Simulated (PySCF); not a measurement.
C₃H₅ClO.
SMILES: `CO/C=C/Cl`

Computed, not measured: TDDFT wB97X-D/def2-SVPD, vertical, gas phase, core orbitals frozen in the response in PySCF. Isolated species at its PBE0-D3(BJ)/def2-SVP geometry (one conformer only). Torsions of this conformer, `[CH3:1][O:2]/[CH:3]=[CH:4]/[Cl:5]`: C1–O2–C3–C4 0°.

Broadening: Gaussians 0.4 eV wide at half height, area fixed by f = 4.319×10⁻⁹ ∫ε dν̃. The cross-section is σ = 3.8235×10⁻²¹ ε cm², given in Mb (10⁻¹⁸ cm²). The width is an assumption, not a result. The curve ends short of the highest state used, and states not computed would add to its high-energy end.

(E (eV), σ (Mb)): (5.46, 0.00), (5.52, 0.01), (5.59, 0.02), (5.65, 0.05), (5.71, 0.10), (5.77, 0.20), (5.83, 0.35), (5.89, 0.57), (5.95, 0.87), (6.01, 1.38), (6.07, 2.43), (6.13, 4.73), (6.19, 9.45), (6.25, 17.85), (6.31, 30.67), (6.37, 47.04), (6.43, 63.99), (6.49, 77.04), (6.55, 82.08), (6.61, 77.44), (6.67, 64.84), (6.73, 48.32), (6.79, 32.21), (6.85, 19.35), (6.91, 10.58), (6.97, 5.33), (7.03, 2.50), (7.09, 1.11), (7.15, 0.46), (7.22, 0.17), (7.28, 0.10), (7.34, 0.14), (7.40, 0.30), (7.46, 0.63), (7.52, 1.18), (7.58, 1.95), (7.64, 2.89), (7.70, 3.84), (7.76, 4.67), (7.82, 5.29), (7.88, 5.73), (7.94, 6.07), (8.00, 6.31), (8.06, 6.34)

Question: Where are the band maxima, and which computed states make them?

Answer: 189 nm (6.55 eV), ε about 21000, made up of S2 (99%); 154 nm (8.04 eV), ε about 1700, made up of S5 (20%), S7 (14%) and S9 (64%) (ε in L mol⁻¹ cm⁻¹; maxima over ε = 5, shares over 10%). The states used: S1 6.06 eV (f 0.0034); S2 6.55 eV (f 0.315); S3 6.79 eV (f 0.011); S4 7.20 eV (f 0.0000); S5 7.79 eV (f 0.015); S6 7.86 eV (f 0.0006); S7 8.08 eV (f 0.0035); S8 8.08 eV (f 0.0001); S9 8.11 eV (f 0.017); S10 8.66 eV (f 0.044).

Question: On this curve, what absorbance would a 10⁻⁵ mol/L sample give at 193 nm over a 1 cm path?

Answer: 193 nm is 6.424 eV, where ε is about 16000 L mol⁻¹ cm⁻¹, so A = ε c l ≈ 0.16 (Beer–Lambert, with the gas-phase spectrum and the assumed width).

Question: Coming from long wavelengths, where does ε first pass 100 L mol⁻¹ cm⁻¹?

Answer: At about 212 nm (5.84 eV), 0.22 eV below S1.

Question: Does any computed singlet lie in the visible range?

Answer: No computed singlet lies in the visible range (380 to 750 nm); the lowest, at 204 nm, stands 2.80 eV above its violet end (3.26 eV).

All these states lie below the vertical ionisation energy of 8.88 eV (ΔSCF).

Hardware: one thread, Arm Neoverse V1, shared host. Cost: 30 s.
